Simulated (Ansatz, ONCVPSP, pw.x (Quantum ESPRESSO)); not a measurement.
## Equation-of-state test of one ONCV potential (gallium (Ga))

Ga (Z = 31), optimised norm-conserving Vanderbilt (ONCV), made with ONCVPSP 4.0.1.1 (patched build) (PBEsol, scalar-relativistic). Core [Ar] 3d10, reference 4s1 (charge +2). Waves: 4s: rc 1.75 bohr, ncon 4, nbas 7, qcut 4.4 1/bohr, 2 projectors, debl 0.5 Ha; p scattering state at 0.03 Ha: rc 1.75 bohr, ncon 4, nbas 8, qcut 4.5 1/bohr, 3 projectors, debl 2 Ha; d scattering state at 0.19 Ha: rc 1.65 bohr, ncon 4, nbas 8, qcut 5.7 1/bohr, 2 projectors, debl 2 Ha. Local part: polynomial inside 1.50 bohr (lpopt 5, dvloc0 1 Ha). Core correction: Teter function, fcfact 4.5, rcfact 1.75.

In the s channel the program set the typed energies aside and used -0.957, 0.250 Ha. In the p channel the program set the typed energies aside and used 0.050, 2.050, 4.050 Ha.

Crystal test: bcc Ga in pw.x 7.5, no spin, 14³ k-points, Fermi–Dirac smearing 0.01 Ry, cutoffs 50/200 Ry. The reference is all-electron LAPW (Ansatz 0.2.0) with the same functional, mesh and smearing; V0 and B0 come from Birch–Murnaghan fits to the pressures at five volumes. Errors are pseudo minus all-electron; Δ is the rms difference of the E(V) curves that follow from these fits, minima aligned, over ±6 % about the mean V0. Mesh and smearing are coarse, so the numbers serve the comparison and aren't converged zero-temperature values; the lattice is a test structure that the element need not adopt.

| V (Å³/atom) | P all-electron (GPa) | P pseudo (GPa) |
| --- | --- | --- |
| 17.214 | 2.71 | -1105.39 |
| 17.667 | 0.93 | -646.26 |
| 18.120 | -0.58 | -633.01 |
| 18.573 | -1.88 | -310.88 |
| 19.026 | -2.99 | -158.31 |

All-electron: a0 = 3.298 Å (V0 = 17.94 Å³/atom), B0 = 59.1 GPa.

Pseudopotential: converged, but broken (pressure over 100 GPa off). The pressure does not cross zero within the volumes sampled, so no fit is given. The pseudo pressure rises with volume over the whole range, a mechanical instability. Note: ghosts flagged at negative energy: p at -1112.7 eV, d at -17.6 eV (a further GHOST(-) flag falls on a real empty level of the atom); GHOST(+) flagged for s at 84.4 eV, p at 241.6 eV. A true bound ghost makes a file unfit for plane-wave use. A pressure error of this size marks a broken potential; the numbers have no physical meaning.

Problem. At the middle volume, how do free energy and pressure move when the wave cutoff is lowered (ecutrho kept at four times it)?

Solution.

```
cutoff (Ry)  shift of F (meV/atom)  shift of P (GPa)
         22                +1269.6           +717.59
         30                +1253.2           +717.62
         40                +1236.0           +716.15
```

Input at the middle volume:

```
&control
  calculation='scf', prefix='x', pseudo_dir='./', outdir='./tmp', tstress=.true., disk_io='none'
/
&system
  ibrav=0, nat=1, ntyp=1, ecutwfc=50, ecutrho=200, nbnd=8,
  occupations='smearing', smearing='fd', degauss=0.01
/
&electrons
  conv_thr=1e-09, mixing_beta=0.4, electron_maxstep=70
/
ATOMIC_SPECIES
Ga 1.0 Ga.UPF
CELL_PARAMETERS angstrom
  -1.65462431 1.65462431 1.65462431
  1.65462431 -1.65462431 1.65462431
  1.65462431 1.65462431 -1.65462431
ATOMIC_POSITIONS crystal
Ga 0.0000 0.0000 0.0000
K_POINTS automatic
14 14 14 0 0 0
```

```bash
pw.x < Ga.scf.in > Ga.scf.out
```

Lines of the output:

```
Message from routine setup:
     using ibrav=0 with symmetry is DISCOURAGED, use correct ibrav instead
     lattice parameter (alat)  =       5.4158  a.u.
     unit-cell volume          =     122.2798 (a.u.)^3
     number of electrons       =         3.00
     number of Kohn-Sham states=            8
     kinetic-energy cutoff     =      50.0000  Ry
     charge density cutoff     =     200.0000  Ry
     scf convergence threshold =      1.0E-09
     Exchange-correlation= PBESOL
     number of k points=   104  Fermi-Dirac smearing, width (Ry)=  0.0100
     iteration #  1     ecut=    50.00 Ry     beta= 0.40
     total energy              =      -4.93284740 Ry
     estimated scf accuracy    <       0.07540140 Ry
     iteration #  2     ecut=    50.00 Ry     beta= 0.40
     total energy              =      -4.98166325 Ry
     estimated scf accuracy    <       0.01850535 Ry
     iteration #  3     ecut=    50.00 Ry     beta= 0.40
     total energy              =      -4.98743226 Ry
     estimated scf accuracy    <       0.00105031 Ry
     iteration #  4     ecut=    50.00 Ry     beta= 0.40
     c_bands:  1 eigenvalues not converged
     c_bands:  1 eigenvalues not converged
     c_bands:  2 eigenvalues not converged
     c_bands:  1 eigenvalues not converged
     c_bands:  1 eigenvalues not converged
     c_bands:  3 eigenvalues not converged
     c_bands:  1 eigenvalues not converged
     c_bands:  1 eigenvalues not converged
     [... 18 repeated lines left out ...]
     total energy              =      -4.98833218 Ry
     estimated scf accuracy    <       0.00010674 Ry
     iteration #  5     ecut=    50.00 Ry     beta= 0.40
     [... 11 repeated lines left out ...]
     total energy              =      -4.98835542 Ry
     estimated scf accuracy    <       0.00000100 Ry
     iteration #  6     ecut=    50.00 Ry     beta= 0.40
     [... 7 repeated lines left out ...]
     total energy              =      -4.98835755 Ry
     estimated scf accuracy    <       0.00000053 Ry
     iteration #  7     ecut=    50.00 Ry     beta= 0.40
     [... 4 repeated lines left out ...]
     total energy              =      -4.98835759 Ry
     estimated scf accuracy    <       0.00000001 Ry
     iteration #  8     ecut=    50.00 Ry     beta= 0.40
     [... 2 repeated lines left out ...]
     the Fermi energy is     8.3000 ev
!    total energy              =      -4.98835761 Ry
     estimated scf accuracy    <          1.9E-11 Ry
     smearing contrib. (-TS)   =      -0.00163682 Ry
     The total energy is F=E-TS. E is the sum of the following terms:
     one-electron contribution =       3.27994545 Ry
     hartree contribution      =       0.02688253 Ry
     xc contribution           =      -3.05604722 Ry
     ewald contribution        =      -5.23750155 Ry
     convergence has been achieved in   8 iterations
          total   stress  (Ry/bohr**3)                   (kbar)     P=    -6330.13
     Message from routine punch:
     Nothing written, as per user request (disk_io='none')
```

The run at the middle volume (104 k-points, 8 iterations) took about 9.6 s on one core of a shared host (Neoverse-V1, 32 threads, 247 GiB, load 17).
